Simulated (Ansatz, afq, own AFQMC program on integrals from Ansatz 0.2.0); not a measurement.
## Where AFQMC and coupled cluster stand for NH, triplet

```xyz
2

N     0.0000    0.0000    0.0000
H     0.0000    0.0000    0.8210
```

Basis cc-pVDZ. Only valence electrons are correlated. Integrals, coupled cluster, full CI and functionals: Ansatz 0.2.0; the random walks run on the same integrals in our own AFQMC program. The CISD trial takes its coefficients from CCSD amplitudes. Released means that phaseless walkers are propagated on without the constraint, phases kept. Error bars are statistical, one sigma.

Determinant: UHF, the one that the program's search chose, which needn't be the lowest solution. The geometry is a point of a scan.

Full CI on the same integrals is exact in this basis and with this determinant's frozen core.

Cautions: lower spins were not checked.

```
T1 diagnostic                               : 0.0058
weight of the determinant in the CISD state : 0.964
⟨S²⟩ of the determinant                     : 2.010
size of the correlated space                : 6 electrons in 18 orbitals
```

```tsv
level	correlation energy (eV)
MP2	-2.6846
CCSD	-3.1648
CCSD(T)	-3.1972
```

(1) Estimate where phaseless AFQMC with a CISD trial lies against CCSD(T) on the same integrals.

(1) 0.7 ± 0.09 kJ/mol below CCSD(T).

Reference: full CI, correlation energy -3.205 eV. The released energy is read at 2.40 1/Eh (meV from the phaseless value at times in 1/Eh: -0.7 ± 0.8 at 0.24, -0.6 ± 0.5 at 0.51, -1.1 ± 0.4 at 0.99, -1.6 ± 0.5 at 1.62, -1.3 ± 0.6 at 2.40).

| level | E − E(reference) (kJ/mol) | share of correlation (%) |
| --- | --- | --- |
| CCSD(T) | 0.8 | 99.75 |
| CCSDT | 0.2 | 99.92 |
| CCSDT(Q) | 0.0 | 99.99 |
| CCSDTQ | 0.0 | 100.00 |
| ph-AFQMC/CISD | 0.1 ± 0.09 | 99.97 |
| released AFQMC | 0.0 ± 0.06 | 100.01 |

CCSDT and higher add their correlation energy to the determinant of the CCSD(T) run, since their own runs factorise the integrals more tightly (a shift of under 2 meV). A walk keeps the symmetry of its determinant, which the program's search chose and which needn't be the lowest solution, so a lower state of the same spin and another symmetry isn't excluded. Released energies are given only where the last usable release times agree within the noise; a slower fall can still hide under it.
